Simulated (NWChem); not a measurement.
System: formic acid (CH₂O₂); SMILES O=CO

The following NWChem deck was run.

```
start job
memory heap 200 mb stack 900 mb global 1100 mb
geometry units angstroms noautoz
  O      0.121020    -1.128359     0.000000
  C     -0.400509     0.113751     0.000000
  O      0.238457     1.135163     0.000000
  H      1.093099    -1.024214     0.000000
  H     -1.498209     0.046858     0.000000
end
basis spherical
  * library 6-31g*
end
dft
  xc xpbe96 cpbe96
  iterations 150
  mulliken
end
task dft energy
```

Coordinates come from a B3LYP/6-31G* (spherical d) optimisation.

What results follow from this input? (PBE/6-31G* (spherical d).) Quantities: basis functions; energy (Ha); highest occupied level (eV); orbital gap (eV); dipole (D).


```json
{
 "number_of_basis_functions": "46",
 "energy (Ha)": "-189.55",
 "highest occupied level (eV)": "-6.43",
 "orbital gap (eV)": "5.55",
 "dipole (D)": "1.42"
}
```
